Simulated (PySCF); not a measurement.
# Ionisation energy of Li by level of theory

Li [He] 2s1 (2S) → Li⁺ 1s2 (1S), as a difference of total energies. Computed with PySCF 2.14 in 6-31G* (3s2p1d, 14 functions), with the non-relativistic Hamiltonian (point nucleus). The calculations carry no spin-orbit coupling.

```tsv
method	ionisation energy (eV)	error (eV)
UHF	5.327	-0.065
BP86	5.555	+0.163
PBE0	5.558	+0.166
```

Reference: 5.392 eV (measured; NIST Atomic Spectra Database, ionization energies).
